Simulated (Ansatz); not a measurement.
Process, species as SMILES: C=CCl → C=[CH] (CH-CH2) + Cl atom
B3LYP-D3(BJ)/def2-TZVP geometries, fixed; electronic energies without zero-point terms.

Basis-set convergence of the bond dissociation energy at B2PLYP with Ansatz (a program for electronic structure). Cartesian d functions, on some or all atoms, in 6-31G*, 6-31+G*, 6-311G**, 6-311+G**; all else is spherical. Cores are frozen. Open shells are unrestricted. No added dispersion term, no relativity. Functions are those of the species that has most. Reference: the value in aug-pcseg-3, 95.67 kcal/mol, itself unsure by roughly 0.10 kcal/mol (its mean distance from aug-cc-pV(Q+d)Z, def2-QZVPPD, pcseg-3). Deviations are taken from unrounded values.

```
basis            functions  bond dissociation energy (kcal/mol)
---------------  ---------  -----------------------------------
6-31G*                  55                                93.43
6-31+G*                 67                                91.91
def2-SVP                61                                92.72
def2-SVPD               91                                93.04
pcseg-1                 61                                90.49
aug-pcseg-1            100                                91.53
cc-pV(D+d)Z             66                                93.33
aug-cc-pV(D+d)Z        105                                93.68
6-311G**                81                                92.11
6-311+G**               93                                92.05
def2-TZVP              117                                94.72
def2-TZVPD             147                                94.90
pcseg-2                136                                94.57
aug-pcseg-2            211                                95.14
cc-pV(T+d)Z            141                                94.85
aug-cc-pV(T+d)Z        216                                95.00
def2-TZVPP             146                                94.89
def2-TZVPPD            176                                95.05
cc-pV(Q+d)Z            264                                95.54
aug-cc-pV(Q+d)Z        387                                95.69
def2-QZVPP             274                                95.45
def2-QZVPPD            304                                95.47
pcseg-3                283                                95.60
aug-pcseg-3            406                                95.67
```

What the diffuse functions change, pair by pair:
- 6-31G* to 6-31+G*: 12 more functions, deviation -2.24 to -3.76 kcal/mol
- def2-SVP to def2-SVPD: 30 more functions, deviation -2.95 to -2.63 kcal/mol
- pcseg-1 to aug-pcseg-1: 39 more functions, deviation -5.18 to -4.14 kcal/mol
- cc-pV(D+d)Z to aug-cc-pV(D+d)Z: 39 more functions, deviation -2.34 to -1.99 kcal/mol
- 6-311G** to 6-311+G**: 12 more functions, deviation -3.56 to -3.63 kcal/mol
- def2-TZVP to def2-TZVPD: 30 more functions, deviation -0.95 to -0.77 kcal/mol
- pcseg-2 to aug-pcseg-2: 75 more functions, deviation -1.10 to -0.53 kcal/mol
- cc-pV(T+d)Z to aug-cc-pV(T+d)Z: 75 more functions, deviation -0.82 to -0.67 kcal/mol
- def2-TZVPP to def2-TZVPPD: 30 more functions, deviation -0.78 to -0.62 kcal/mol
- cc-pV(Q+d)Z to aug-cc-pV(Q+d)Z: 123 more functions, deviation -0.13 to 0.01 kcal/mol
- def2-QZVPP to def2-QZVPPD: 30 more functions, deviation -0.22 to -0.20 kcal/mol
- pcseg-3 to aug-pcseg-3: 123 more functions, deviation -0.08 to 0.00 kcal/mol

Leaving out the reference's own pair, they bring the value nearer the reference by more than 0.10 kcal/mol in 8 of 11 pairs.
